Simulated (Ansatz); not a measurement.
Ansatz (a first-principles code) input (CCSD(T)/6-31G*):

Ansatz 0.2 input:
```yaml
crystal:
  periodic: [false, false, false]
  atoms:
    - {symbol: S, position_ang: [-0.00038430, 0.06460608, 1.20995392]}
    - {symbol: C, position_ang: [-0.01176275, 1.24412037, -0.01506326]}
    - {symbol: C, position_ang: [0.01116422, -1.18106965, 0.00141441]}
    - {symbol: C, position_ang: [-0.00756658, 0.77512242, -1.28174505]}
    - {symbol: C, position_ang: [0.00599658, -0.65931411, -1.25883384]}
    - {symbol: H, position_ang: [0.02101523, -2.21737551, 0.29765714]}
    - {symbol: H, position_ang: [-0.01341843, 1.37646877, -2.17796095]}
    - {symbol: H, position_ang: [0.01156330, -1.26594470, -2.15359243]}
basis:
  gaussian:
    orbitals: 6-31G*
magnetization: {spin_polarized: true, initial_magnetization: 1}
correlation: {method: ccsd_t, electrons: outside_noble_gas}
```

End of the output:

```
mean field evaluation 32: about -14983.6295 eV, gradient 5.4e-1 eV
mean field evaluation 64: about -14982.2549 eV, gradient 2.2e-4 eV
mean field evaluation 96: about -14982.2547 eV, gradient 1.4e-1 eV
mean field evaluation 128: about -14982.2549 eV, gradient 9.7e-3 eV
mean field evaluation 160: about -14982.2510 eV, gradient 3.2e-1 eV
mean field evaluation 192: about -14982.2524 eV, gradient 2.2e-1 eV
mean field evaluation 224: about -14980.5868 eV, gradient 2.6e0 eV
mean field evaluation 256: about -14980.6843 eV, gradient 5.0e-4 eV
mean field evaluation 288: about -14983.1553 eV, gradient 1.9e0 eV
mean field evaluation 320: about -14977.5346 eV, gradient 1.2e-3 eV
mean field evaluation 352: about -14979.7609 eV, gradient 6.7e-3 eV
mean field -14983.68633688 eV, -550.6403165728 hartree, gradient 8.2e-6 eV, S^2 1.166876; 6 other end points of the search recorded, 0 dependent functions left out
determinant -14983.68633688 eV, -550.6403165728 hartree, with singles and doubles -15000.92788123 eV, -551.2739316410 hartree
determinant -14982.25489480 eV, -550.5877120467 hartree, with singles and doubles -14999.37397118 eV, -551.2168265001 hartree
determinant -14980.68435000 eV, -550.5299955901 hartree, with singles and doubles -14998.24054539 eV, -551.1751738704 hartree
9 core orbitals not correlated
reference -14983.68633688 eV, -550.6403165728 hartree; 13, 12 occupied and 63, 64 virtual orbitals, 845 factors
second order -15.72125382 eV of doubles, -0.00000000 eV of singles
coupled cluster: 0.45 GiB planned
cycle   1  -17.24268213 eV  change   -1.1e-3 eV  update   4.1e-3
cycle   2  -17.24589926 eV  change   -3.2e-3 eV  update   2.8e-3
cycle   3  -17.24536382 eV  change    5.4e-4 eV  update   1.4e-3
cycle   4  -17.24607163 eV  change   -7.1e-4 eV  update   6.5e-4
cycle   5  -17.24871971 eV  change   -2.6e-3 eV  update   2.9e-4
cycle   6  -17.24952075 eV  change   -8.0e-4 eV  update   1.3e-4
cycle   7  -17.24950570 eV  change    1.5e-5 eV  update   5.0e-5
cycle   8  -17.24949405 eV  change    1.2e-5 eV  update   1.4e-5
coupled cluster: 0.46 GiB planned
perturbative correction -0.80449184 eV, -0.0295645298 hartree
Total energy: -15001.74032276 eV, -551.3037883168 hartree
```

It need not be the lowest isomer of its formula.

The determinant is spin-contaminated: <S^2> is 1.17 against 0.75 for a pure state.
